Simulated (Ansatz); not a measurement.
## Worked example: correlation energy of AsH2⁺, singlet

Geometry: that of the AsH2⁺, triplet, kept fixed.

```csv
atom,x (Å),y (Å),z (Å)
As,0.0000,-0.0191,0.0000
H,0.0000,0.7098,-1.3240
H,0.0000,0.7098,1.3240
```

Basis cc-pVTZ; Ansatz 0.2.0. Only valence electrons are correlated (noble-gas cores and the filled d shells of p-block atoms frozen), which leaves 6 electrons in 57 orbitals. R marks a restricted (for open shells ROHF) determinant. No spin–orbit coupling is included, and no scalar relativity.

Full CI is exact within this basis and frozen core; it isn't the basis-set limit.

Runs differ by some tens of microhartree through their thresholds, so steps under 0.03 kcal/mol mean nothing.

| level | total energy (hartree) |
| --- | --- |
| RHF | -2235.034323 |
| RMP2 | -2235.145042 |
| RCCSD | -2235.171931 |
| RCCSD(T) | -2235.175528 |
| RCCSDT | -2235.176261 |
| RCCSDT(Q) | -2235.176408 |
| RCCSDTQ | -2235.176439 |
| full CI | -2235.176439 |

Task: What is the correlation energy at full CI, and what share of it do RMP2 and RCCSDT recover?

Result: E(corr) = -2235.176439 − (-2235.034323) = -0.142116 hartree = -3.867 eV. RMP2: -0.110719 / -0.142116 = 77.91 %. RCCSDT: -0.141938 / -0.142116 = 99.87 %.

Task: By how many kcal/mol does RCCSD(T) miss full CI (1 hartree = 627.509 kcal/mol), and which steps make up the rest?

Result: -2235.175528 − (-2235.176439) = 0.000911 hartree = 0.57 kcal/mol. Steps: RCCSDT − RCCSD(T) = -0.46, RCCSDT(Q) − RCCSDT = -0.09, RCCSDTQ − RCCSDT(Q) = -0.02, full CI − RCCSDTQ = 0.00 kcal/mol. That is within 1 kcal/mol of the reference in this basis, which itself misses far more of the correlation at the basis-set limit.
